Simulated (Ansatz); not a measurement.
The first iterations of a band of C2H6N2 (10 atoms, charge 0, multiplicity 1).

Theory: RKS PBE-D4/STO-3G in Ansatz.

```json
{
 "movable images": "7",
 "climbing image": "yes",
 "spring": "5.0 eV/Å²",
 "optimiser": "quadratic models (default)",
 "start path": "IDPP",
 "force threshold": "0.05 eV/Å",
 "iteration limit": "60",
 "end points": "relaxed"
}
```

First end point:

```xyz
10
Properties=species:S:1:pos:R:3
C -1.258 0.315 -0.406
C 0.000 -0.003 -0.002
N 0.822 -1.059 -0.600
N 0.716 0.664 1.089
H -1.796 -0.307 -1.131
H -1.771 1.203 -0.018
H 1.242 -1.621 0.201
H 0.161 -1.731 -1.091
H 1.700 0.870 0.739
H 0.266 1.617 1.223
```

Last end point:

```xyz
10
Properties=species:S:1:pos:R:3
C -1.348 0.169 -0.138
C -0.029 -0.054 0.111
N 0.633 -1.340 -0.130
N 0.815 0.867 0.879
H -1.973 -0.598 -0.610
H -1.832 1.105 0.167
H 0.088 -1.830 -0.899
H 1.591 -1.148 -0.554
H 1.757 0.945 0.388
H 0.381 1.832 0.789
```

| iteration | highest image above the first end (eV) | largest band force component (eV/Å) |
| --- | --- | --- |
| 1 | 0.471 | 1.165 |
| 2 | 0.330 | 0.763 |

Does the band converge within its limit, and where does its top end?

The run converged. It ended after 6 iterations with the highest image 0.283 eV above the first end. A vibrational analysis at the climbing image gives one clearly imaginary mode, 301i cm⁻¹: a first-order saddle point. Limits of this set-up: minimal basis.

The run took 52 s on 1 thread of Arm Neoverse V2, on a shared host, peak memory 0.18 GiB.
